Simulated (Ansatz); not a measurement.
# Which method gave which barrier?

Saddle point of Si2H6Cl, doublet (SiH₃Cl ([SiH3][Cl]) + SiH₃ → SiH₂Cl ([SiH2][Cl]) + SiH₄; bonds formed: H1–Si4; bonds broken: H1–Si2), PBE0-D4/def2-TZVP structure:

```tsv
atom	x (Å)	y (Å)	z (Å)
H1	0.3156	0.0822	0.0127
Si2	0.5319	-1.2476	-1.1001
Cl3	-1.4025	-1.9164	-1.3158
Si4	-0.3288	1.3260	1.1291
H5	1.0361	-0.8325	-2.4360
H6	1.3532	-2.3581	-0.5495
H7	-1.3127	2.1488	0.3784
H8	-0.9863	0.6261	2.2633
H9	0.7933	2.1713	1.6177
```

Program: Ansatz 0.2.0. Basis: def2-TZVPP, with def2-QZVPP for the basis limit. Cores are frozen in the correlated methods; orbitals are unrestricted. B3LYP uses VWN-RPA correlation. Extrapolation: Hartree–Fock as exp(−7.88 √X), correlation as X^−2.97. Four methods, as single points on the PBE0-D4 structures, gave these electronic barriers from the start structure: 0.143, 0.315, 0.473, 0.934 eV.

(1) The methods were, in alphabetical order, B3LYP-D4, BHLYP-D4, HF, PBE-D4. Which gave which? (A judgement: the text doesn't fix the answer.)

No T1 diagnostic of these runs exceeds 0.014. ⟨S²⟩ of the unrestricted Hartree–Fock references: 0.75 to 0.78 (a pure state has 0.75). The start structure is not quite a true minimum (one mode of 46i cm⁻¹). The end structure is not quite a true minimum (one mode of 51i cm⁻¹).

## Answers

(1) The calculation gives: PBE-D4 0.143; B3LYP-D4 0.315; BHLYP-D4 0.473; HF 0.934 eV. For comparison, CCSD(T) at an estimated basis limit (MP2 extrapolated from triple and quadruple zeta, plus CCSD(T) − MP2 in triple zeta) gives 0.494 eV.

Radical steps of this kind take place in plasma deposition and etching.

Labels in which every atom is bracketed show which atoms are joined, not bond orders.

For scale, one of the runs: CCSD(T)/def2-TZVPP, 210 basis functions (an equivalent command: `ansatz run in.yaml --threads 4`). Time: 98 s of wall clock on 4 CPU threads; the host was shared. Peak host memory: 6.5 GiB.
